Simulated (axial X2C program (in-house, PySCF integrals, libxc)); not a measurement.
# SiH⁻: properties at the nuclei

Wanted for SiH⁻: properties at the nuclei, at the two-component level.

Program: an in-house X2C program for linear molecules on PySCF integrals. Level of theory: two-component X2C with atomic mean-field terms, Si dyall-av3z, H dyall-av3z. These are calculated values, not measurements.

### Step 1. Set-up

The input, task.json:

```json
{"zs": [14, 1], "q": -1, "bas": ["dyall-av3z", "dyall-av3z"], "r0": 1.48, "levels": ["PBE0", "HF", "PBE", "LDA", "PBE50"], "nst": 3}
```

Keys: zs atomic numbers; q charge; bas basis sets; r0 starting distance in Å; levels methods (HF also brings MP2); nst determinants followed.

Command:

```console
$ python soeom.py task.json out
```

Further steps of the session: Expectation values, lowest determinant; Expectation values, a higher determinant; Expectation values, a higher determinant.

Before running it: what results should come out? Wanted: lowest determinant; Eeff magnitude; Ws magnitude Si; A∥/gI Si; qzz Si; higher determinant; qzz H (for each run or level that gives them).

**Answer**, as computed:

```
                                        quantity                                            value
                              lowest determinant  Ω = 1 (excess of +ω over −ω: ω = -1/2, ω = 3/2)
                    Eeff magnitude (GV/cm), PBE0                                           0.0212
                     Ws magnitude Si (kHz), PBE0                                          0.00824
                            A∥/gI Si (MHz), PBE0                                             -101
                             qzz Si (a.u.), PBE0                                            -0.60
                              higher determinant                             Ω = 0 (closed shell)
         qzz Si (a.u.), PBE0, higher determinant                                            -0.73
          qzz H (a.u.), PBE0, higher determinant                                             0.12
                              higher determinant   Ω = 2 (excess of +ω over −ω: ω = 1/2, ω = 3/2)
Eeff magnitude (GV/cm), PBE0, higher determinant                                         0.000945
 Ws magnitude Si (kHz), PBE0, higher determinant                                         0.000187
        A∥/gI Si (MHz), PBE0, higher determinant                                              155
         qzz Si (a.u.), PBE0, higher determinant                                            -0.74
```

**Reading.** In the first state, the effective field runs from 0.00773 to 0.0427 GV/cm over the mean-field levels, so the levels don't agree on it. The expectation values come from single determinants, which for open shells can mix terms of unlike spin or miss the lowest Ω, so a determinant need not be a state. Eeff is the effective electric field on the electron dipole moment in this Ω state and Ws the scalar–pseudoscalar constant (defined with the proton number Z and per Ω); A∥ is the parallel hyperfine constant, which follows by multiplying with the nuclear g factor gI = μI/(I μN); qzz is the electric field gradient, eQq0 = 234.96 MHz × Q/barn × qzz. The operators were transformed with the bare-nucleus X2C matrices.
